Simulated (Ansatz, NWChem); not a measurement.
Predicting a hybrid from its neighbours: C2H3F3 (1,1,2-trifluoroethane)

C2H3F3 has 8 atoms, charge 0, and is taken as a singlet. As SMILES, `FCC(F)F`. The shape is that of a PBE0-D4/def2-TZVP optimisation. This is one conformer, not always the lowest.

The electronic atomisation energy y, in eV, basis def2-SVP; a is the functional's share of exact exchange. Programs: Ansatz 0.2.0, NWChem 7.3.0.

```
functional  program     a  y (eV)
    r2SCAN   Ansatz     0   32.63
      TPSS   NWChem     0   32.75
     B3LYP   Ansatz   0.2   32.35
   r2SCAN0   Ansatz  0.25   31.79
      PBE0   Ansatz  0.25       ?
     BHLYP   Ansatz   0.5   30.93
```

Task: Fit y = c + s·a to the known rows and predict PBE0.

Result: 
1. Means of the 5 rows: a = 0.1900, y = 32.090.
2. Σ(Δa)² = 0.172, Σ(Δa·Δy) = -0.603, so the slope is -0.603/0.172 = -3.5058.
3. Intercept: 32.090 − (-3.5058) × 0.1900 = 32.756. The largest residual of the fit is 0.30.
4. PBE0: 32.756 + (-3.5058) × 0.25 = 31.88 eV.

The run gave 32.65 eV, so the prediction is off by -0.77 eV, more than the scatter of the fit. The rows mix families of semi-local functionals, which the line can't see.
